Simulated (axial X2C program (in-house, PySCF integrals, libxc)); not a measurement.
**What spin–orbit coupling does to SF⁻**

Computed with an in-house all-electron X2C program for linear molecules (integrals from PySCF). Spin-free means the one-electron spin-free X2C Hamiltonian; two-component (2c) means X2C with spin–orbit coupling and atomic mean-field two-electron Coulomb and Gaunt terms, so the difference of the two also holds small scalar two-electron terms. Basis: S dyall-av3z [9s8p3d2f], F dyall-av3z [7s6p3d2f] (cores contracted in-house); Gaussian nuclei, density fitting, unrestricted open shells. Masses: S 31.972 u, F 18.998 u.

Spin-free state: M_S = 0, Λ = 0 (closed shell); fragments S + F-.

| level | Re (Å) | ωe (cm⁻¹) | De (eV) | μ (D) |
| --- | --- | --- | --- | --- |
| PBE0 | 1.718 | 663.7 | 2.542 | 1.32 |
| HF | 1.689 | 707.0 | 1.440 | 1.10 |
| MP2 | 1.729 | 657.8 | 2.286 | n/a |
| PW91 | 1.752 | 612.4 | 2.652 | 1.34 |

Correlated methods: 14 electrons correlated (number of frozen shells: S 2 s, 1 p; F 1 s), 194 virtual spin orbitals or spinors in MP2.

Dipoles are positive if F is the positive end and refer to the centre of mass.

Two-component determinant lowest at the distance of the search:

Ω = 0 (closed shell); fragments S + F-.

```csv
level,Re (Å),ωe (cm⁻¹),De (eV),μ (D)
PBE0,1.719,663.4,2.541,1.32
HF,1.689,706.5,1.436,1.10
MP2,1.730,657.4,2.263,n/a
PW91,1.752,612.0,2.652,1.34
```

**Question.** From the two tables, how do the constants change at the MP2 level (2c against spin-free)?

**Answer.** At the MP2 level Re is unchanged within 0.001 Å and ωe drops by 0.4 cm⁻¹; De changes by -0.023 eV.

The state is one determinant whose occupation by symmetry is held fixed; it was picked as the lowest of a PBE0 search that is not exhaustive. Closed shells are restricted here (equal orbitals for both partners); the stretched side of such a curve lies too high. Dissociation energies refer to the lowest single-determinant-based atoms at the same level and basis. The 2c atoms are single determinants rather than J levels; their spin–orbit lowering is only partly caught, and De is too large by that part. This holds for PBE0, PW91. The functionals have no current-density term, which raises determinants with orbital currents, atoms included. The highest occupied level of some functionals is positive through self-interaction error; at Hartree–Fock it is bound. Hartree–Fock gets electron affinities wrong, so its lowest charge split need not be the true one.
